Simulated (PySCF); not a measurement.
LiF, SMILES [Li][F]. Heavy atoms are numbered as in [Li:1][F:2].

Geometry: PBE0-D3(BJ)/def2-TZVPD.

Computed with PBE/def2-TZVPD (PySCF).

Mulliken values depend strongly on the basis, most of all with diffuse functions as here. ESP charges are fitted to the potential on shells at 1.4 to 2.0 van der Waals radii. Atomic charges (e), one atom of each kind:

```
atom         IAO  ESP fit  Mulliken
----  ----------  -------  --------
Li1   (withheld)     0.80      0.85
F2    (withheld)    -0.80     -0.85
```

Problem. What belongs in the gaps? (The exact figures need the calculation; the answer reports its results.)

Solution. 
- Li1, IAO: 0.94
- F2, IAO: -0.94
